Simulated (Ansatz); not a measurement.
Basis-set extrapolation for C$_{2}$H$_{5}$NS, SMILES `CSC=N` (PBE0-D4/def2-TZVP geometry, frozen core, Ansatz). Multiplicity 1, RHF reference.

```csv
,def2-TZVPP,def2-QZVPP
HF,-530.671393,-530.689040
MP2 correlation,-0.717239,-0.768813
CCSD(T) correlation,-0.788433,not run
```

Energies in hartree. Use E(X) = E(∞) + A·exp(−7.88·√X) for Hartree–Fock and E(X) = E(∞) + B·X^(−2.97) for correlation, with X = 3 and 4, and add CCSD(T) minus MP2 of the smaller set to the MP2 limit.

Q: What is the CCSD(T) energy at the basis-set limit?

A: HF limit: -530.689040 + (-0.017647) × 0.13774 = -530.69147. MP2 limit: -0.768813 + (-0.051574) × 0.74074 = -0.80702. Higher-order term: -0.788433 − (-0.717239) = -0.07119. Total: -531.56968 hartree, 288.4 kJ/mol below CCSD(T)/def2-TZVPP.
